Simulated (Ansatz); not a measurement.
```yaml
crystal:
  periodic: [false, false, false]
  atoms:
    - {symbol: Hf, position_ang: [0.000000, 0.000000, 0.000000]}
    - {symbol: B, position_ang: [0.000000, 0.000000, 2.290000]}
basis:
  gaussian: {orbitals: def2-TZVP}
total_charge: 1
magnetization: {spin_polarized: true, initial_magnetization: 4}
hamiltonian: {xc: pbe0}
relax: {f_tol: 0.004, max_steps: 80}
```

```sh
$ ansatz run in.yaml --threads 1 --pin off --events-out ev --progress --plain --max-ram 2176MiB
```

Steps of the relaxation (energy above the last step; positions in Å, forces in eV/Å):

```
2
step 1, 162.5 meV
Hf    0.000    0.000    0.000    0.000    0.000    1.771
B     0.000    0.000    2.290    0.000    0.000   -1.771
```

```
2
step 2, 174.1 meV
Hf    0.000    0.000    0.150    0.000    0.000   -2.794
B     0.000    0.000    2.140    0.000    0.000    2.794
```

```
2
step 3, 2.1 meV
Hf    0.000    0.000    0.073    0.000    0.000    0.250
B     0.000    0.000    2.217    0.000    0.000   -0.250
```

```
2
step 5, 0.0 meV
Hf    0.000    0.000    0.081    0.000    0.000    0.000
B     0.000    0.000    2.209    0.000    0.000    0.000
```

Close pairs at the end: Hf1–B2 2.127 Å.

A stationary point of unrestricted PBE0 after 5 steps, with ⟨S²⟩ = 6.004 against 6.00 for a pure state. 14 s on 1 thread of Intel Xeon 6975P-C, shared host.
